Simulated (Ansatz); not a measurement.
CH$_{2}$O$_{2}$, singlet, geometry from GFN2-xTB of the parent state; BLYP/def2-SV(P) in Ansatz (an electronic-structure program).

Here is a job for Ansatz.
Ansatz 0.2 input:
```yaml
crystal:
  periodic: [false, false, false]
  atoms:
    - {symbol: O, position_ang: [0.88165186, -0.79800338, -0.04541124]}
    - {symbol: C, position_ang: [-0.44999146, -0.19581427, 0.20339102]}
    - {symbol: O, position_ang: [-0.57442091, 1.06337156, -0.05525830]}
    - {symbol: H, position_ang: [1.43328073, -0.02488347, -0.20621193]}
    - {symbol: H, position_ang: [-1.19117966, -0.92317640, -0.20877782]}
basis:
  gaussian:
    orbitals: def2-SV_P_.json
hamiltonian:
  xc: blyp
```
The basis file holds def2-SV(P) in the JSON format of the Basis Set Exchange.

Q: What does Ansatz print? Leave out banner, timings and long lists.

A: 
```
Functional definition: BLYP
544 factors; their error is unknown
mean field evaluation 1: about -5151.7214 eV, gradient 5.7e1 eV
mean field evaluation 2: about -5123.4307 eV, gradient 1.3e2 eV
mean field evaluation 4: about -5157.0099 eV, gradient 1.5e1 eV
mean field evaluation 8: about -5157.4519 eV, gradient 1.2e-1 eV
mean field evaluation 16: about -5157.4286 eV, gradient 2.1e-5 eV
mean field -5157.42861412 eV, -189.5320057382 hartree, gradient 2.1e-5 eV, S^2 0.000000; 0 other end points of the search recorded, 0 dependent functions left out
reference -5157.42881445 eV, -189.5320131001 hartree; 12, 12 occupied and 34, 34 virtual orbitals, 544 factors
Total energy: -5157.42881445 eV, -189.5320131001 hartree
```
